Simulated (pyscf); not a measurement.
This saddle point was located with ωB97X-D3(BJ)/def2-SVP in PySCF.

```
F
Si 1 1.9114
O 2 1.6676 1 89.03
Si 3 1.6621 2 132.39 1 8.35
H 4 1.4886 3 107.53 2 175.57
H 2 1.4892 3 118.12 4 -77.65
H 4 1.4893 5 109.08 3 121.97
H 4 1.4956 5 108.04 7 118.46
H 2 1.5090 6 102.11 1 -163.29
H 2 1.5838 6 122.26 9 97.14
C 10 1.7175 2 118.78 6 95.94
F 11 1.3110 10 86.68 2 113.36
H 11 1.0921 12 109.88 10 145.14
H 11 1.0924 13 118.08 1 96.63
```
Charge 0, spin multiplicity 1.

Surface: singlet, charge 0. Lowest wavenumbers (cm⁻¹): 885i, 38, 72, 101, 142.

Q: Which two sides does it connect, and which bonds change?

A: disiloxane (H₃Si–O–SiH₃) + F–CH₂–F ⇌ F–SiH₂–O–SiH₃ + fluoromethane (H₃C–F), a four-centre exchange read from left to right: H–Si, C–F broken and F–Si, C–H formed. At ωB97M-D3(BJ)/def2-TZVP it lies +66.9 kcal/mol from the left side and +114.1 kcal/mol from the right (each side as separated species at their lowest minima found). From the product side, F–SiH₂–O–SiH₂• + H• + H₃C–F lies, by one bond made or cut, 16.1 kcal/mol under this saddle at ωB97M-D3(BJ). This is the saddle that the search found; another between the same sides may lie lower.
